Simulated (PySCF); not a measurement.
C5H8.
Atom-mapped SMILES: `[CH3:1][C:2]1=[CH:3][C@@H:4]1[CH3:5]` (hydrogens: H6, H7, H8 on C1; H9 on C3; H10 on C4; H11, H12, H13 on C5)

The same species was optimised twice, with GFN2-xTB and with PBE0-D3(BJ)/def2-SVP (PySCF), and the same property calculations (PySCF, gas phase) were run on both structures.

```tsv
coordinate	GFN2-xTB	PBE0-D3(BJ)/def2-SVP	change
C3–H9 (Å)	1.062	1.088	+0.026
C4–H10 (Å)	1.090	1.106	+0.016
C5–H12 (Å)	1.089	1.103	+0.014
C5–H11 (Å)	1.088	1.102	+0.014
C5–H13 (Å)	1.090	1.103	+0.013
C1–H7 (Å)	1.091	1.102	+0.011
C1–H6 (Å)	1.090	1.102	+0.012
C1–H8 (Å)	1.089	1.100	+0.011
C1–C2 (Å)	1.466	1.471	+0.005
C3–C4 (Å)	1.503	1.501	-0.002
C2=C3 (Å)	1.302	1.300	-0.002
C4–C5 (Å)	1.515	1.514	-0.001
C2–C4 (Å)	1.502	1.502	0.000
C3–C4–C5 (°)	120.8	122.2	+1.4
C2–C4–H10 (°)	118.8	117.7	-1.1
C2–C4–C5 (°)	120.9	122.0	+1.1
H6–C1–H7 (°)	107.8	106.6	-1.2
H12–C5–H13 (°)	108.0	107.2	-0.8
C4–C5–H13 (°)	110.6	111.5	+0.9
C2–C3–H9 (°)	150.9	150.0	-0.9
C2–C1–H8 (°)	111.0	111.8	+0.8
```

Rotational constants: A = 9798, B = 3755, C = 3051 MHz (GFN2-xTB) against A = 9782, B = 3707, C = 3013 MHz (PBE0-D3(BJ)/def2-SVP). Point groups within 0.08 Å: C1 and C1. Atoms that the bonding makes alike are paired by their places after alignment.

On the GFN2-xTB structure: lowest singlet, TDDFT (eV) 6.20 [B3LYP/def2-SVPD]; lowest triplet, Tamm–Dancoff (eV) 4.20 [B3LYP/def2-SVPD]; isotropic polarisability (au) 59.5 [B3LYP/def2-SVPD]; HOMO (eV) -6.61 [B3LYP/def2-SVPD]; LUMO (eV) 0.17 [B3LYP/def2-SVPD]; dipole (D) 0.81 [B3LYP/def2-SVPD]; HOMO (eV) -6.80 [PBE0/pcSseg-1]; LUMO (eV) 0.55 [PBE0/pcSseg-1]; dipole (D) 0.82 [PBE0/pcSseg-1]; GIAO shielding of C1 (ppm) 172.9 [PBE0/pcSseg-1]; GIAO shielding of C2 (ppm) 50.6 [PBE0/pcSseg-1]; GIAO shielding of C3 (ppm) 70.3 [PBE0/pcSseg-1]; GIAO shielding of C4 (ppm) 169.3 [PBE0/pcSseg-1]; GIAO shielding of C5 (ppm) 161.8 [PBE0/pcSseg-1].

Task: What do these properties become on the PBE0-D3(BJ)/def2-SVP structure?

Result: 
```
                                    property            level  on GFN2-xTB  on PBE0-D3(BJ)/def2-SVP  change
                  lowest singlet, TDDFT (eV)  B3LYP/def2-SVPD         6.20                     6.22   +0.02
           lowest triplet, Tamm–Dancoff (eV)  B3LYP/def2-SVPD         4.20                     4.21   +0.01
               isotropic polarisability (au)  B3LYP/def2-SVPD         59.5                     60.6    +1.1
                                   HOMO (eV)  B3LYP/def2-SVPD        -6.61                    -6.62   -0.01
                                   LUMO (eV)  B3LYP/def2-SVPD         0.17                     0.16   -0.01
                                  dipole (D)  B3LYP/def2-SVPD         0.81                     0.82   +0.01
energy, GFN2-xTB geometry as zero (kcal/mol)  B3LYP/def2-SVPD          0.0                     -0.8    -0.8
                                   HOMO (eV)    PBE0/pcSseg-1        -6.80                    -6.81   -0.01
                                   LUMO (eV)    PBE0/pcSseg-1         0.55                     0.53   -0.02
                                  dipole (D)    PBE0/pcSseg-1         0.82                     0.83   +0.01
energy, GFN2-xTB geometry as zero (kcal/mol)    PBE0/pcSseg-1          0.0                     -0.4    -0.4
                  GIAO shielding of C1 (ppm)    PBE0/pcSseg-1        172.9                    171.1    -1.8
                  GIAO shielding of C2 (ppm)    PBE0/pcSseg-1         50.6                     50.4    -0.2
                  GIAO shielding of C3 (ppm)    PBE0/pcSseg-1         70.3                     68.5    -1.8
                  GIAO shielding of C4 (ppm)    PBE0/pcSseg-1        169.3                    167.1    -2.2
                  GIAO shielding of C5 (ppm)    PBE0/pcSseg-1        161.8                    160.1    -1.7
```

The heavy atoms differ by 0.011 Å rms after alignment. Among all bonds C3–H9 changes most (+0.026 Å). Changes are differences of the printed values. Neither structure is proved a minimum here.
